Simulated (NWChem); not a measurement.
Molecule: hydrogen sulfide (H$_{2}$S); SMILES S

Results from NWChem. Structure relaxed at the PBE-D3(BJ)/def2-SVP level. Level: PBE0/def2-SVPD; rows give the wavelength of the field.

```tsv
field	isotropic polarisability (bohr³)	anisotropy (bohr³)
static	24.7	0.7
1065 nm	25.0	0.8
589 nm	25.6	1.1
```
